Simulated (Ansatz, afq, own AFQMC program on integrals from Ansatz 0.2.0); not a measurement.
## Al2H2, triplet, reference energies and how methods fare

```xyz
4

Al    0.0000    0.0000    1.1500
Al    0.0000    0.0000   -1.1500
H     0.0000    0.0000    2.7245
H     0.0000    0.0000   -2.7245
```

Geometry: a PBE0/def2-TZVP stationary point, not shown to be a minimum. Basis cc-pVDZ. Only valence electrons are correlated. Ansatz 0.2.0 and our own AFQMC program on the same integrals; the CISD trial comes from CCSD amplitudes, and released means the phaseless constraint is let go. Error bars are statistical, one sigma.

Best estimates are CCSD(T) at the basis-set limit (def2-TZVPP/QZVPP) plus the step from CCSD(T) to the highest rung at hand in cc-pVDZ, named in the table (released AFQMC can keep some 10 meV of bias). No zero-point, core-correlation or spin–orbit terms. Other levels are in cc-pVDZ, the functionals in def2-TZVP; a dash marks a level that is missing or breaks spin symmetry for a member.

Cautions: Al₂H₂ (triplet): the released energies are still falling, so no released level is given (meV from the phaseless value at times in 1/Eh: -2.5 ± 1.6 at 0.24, -6.2 ± 1.4 at 0.51, -9.0 ± 1.3 at 0.99, -13.0 ± 1.2 at 1.62, -16.4 ± 2.1 at 2.40), though the last usable value meets CCSDT(Q) within the noise, its ph-AFQMC/CISD value lies 18.6 ± 2.1 meV above CCSDT(Q); Al₂H₂⁺ (quartet): another spin lies lower, raised T1 diagnostic (T1 0.046, weight of the determinant 0.87, largest double 0.08), the released energies are still falling, so no released level is given (meV from the phaseless value at times in 1/Eh: -6 ± 3 at 0.24, -8.9 ± 2.1 at 0.51, -11 ± 3 at 0.99, -17.6 ± 1.8 at 1.62, -22 ± 3 at 2.40), its ph-AFQMC/CISD value lies 31 ± 3 meV above CCSDTQ; Al₂H₂⁺ (doublet): full CI with its own frozen core; row 1: this isn't the first ionization; row 1: core correlation is missing, and it shifts such a gap most where an s electron is promoted.

```json
{"process": "to charge +1, quartet (vertical)", "PBE (kcal/mol)": "227.3"}
{"process": "to charge +1, doublet (vertical)", "PBE (kcal/mol)": "161.8"}
{"process": "to free atoms", "PBE (kcal/mol)": "154.4"}
```

Q: From these values, estimate the best estimates.

A: 
```
                         process  best estimate (kcal/mol)  highest rung
to charge +1, quartet (vertical)                     232.9      CCSDT(Q)
to charge +1, doublet (vertical)                     159.6      CCSDT(Q)
                   to free atoms                     156.1      CCSDT(Q)
```

Errors against the best estimates in kcal/mol, in the same order:

```tsv
level	error, 1	error, 2	error, 3
MP2	-4.5	-4.9	-20.7
CCSD(T)	-4.4	-3.1	-20.0
ph-AFQMC/CISD	-4.2 ± 0.09	-3.0 ± 0.06	-19.6 ± 0.06
CCSD(T)/CBS	0.2	-0.3	-0.6
PBE	-5.6	2.2	-1.7
r2SCAN	-4.3	4.0	6.9
PBE0	-2.3	1.6	-1.9
B3LYP	-0.3	-1.3	-6.5
wB97M-V	2.7	-3.8	-5.3
B2PLYP	-0.8	-3.7	-8.3
```

Cost at the first geometry (cards were shared with other jobs): PBE0/cc-pVDZ, 1.1 s on 1 thread of AMD EPYC 7R13 Processor (Zen 3), on a shared host; UCCSD(T)/cc-pVDZ, 4.6 s on 1 × NVIDIA H100 80GB HBM3 with 1 thread of AMD EPYC 7R13 Processor (Zen 3) (shared host); CCSD(T)/def2-QZVPP, 8.5 s on 1 × NVIDIA H100 80GB HBM3 with 1 thread of AMD EPYC 7R13 Processor (Zen 3), with other jobs on the host; CCSDT(Q), 8 s on 1 × NVIDIA H100 80GB HBM3 with 1 thread of AMD EPYC 7R13 Processor (Zen 3), with other jobs on the host; ph-AFQMC/CISD with release, 97 s on 1 × NVIDIA H100 80GB HBM3 with 2 threads of AMD EPYC 7R13 Processor (Zen 3), on a shared host.

Best estimates are given only where the step beyond CCSD(T) is under 0.3 eV and no member's determinant is very poor (T1 over 0.05, or 0.07 for open shells, ⟨S²⟩ too high by 0.3, two states mixed), so the hardest cases are missing from such tables.

The functionals ran in a triple-zeta set and keep a basis error of their own, a few kJ/mol for each bond in atomization energies and more for double hybrids, so close places among them and the extrapolated levels can swap.

CCSDT and higher add their correlation energy to the determinant of the CCSD(T) run, since their own runs factorise the integrals more tightly (a shift of under 2 meV). Each member of a difference takes its own highest rung, so a best estimate needn't equal the limit plus the step of one row. A walk keeps the symmetry of its determinant, which the program's search chose and which needn't be the lowest solution, so a lower state of the same spin and another symmetry isn't excluded.
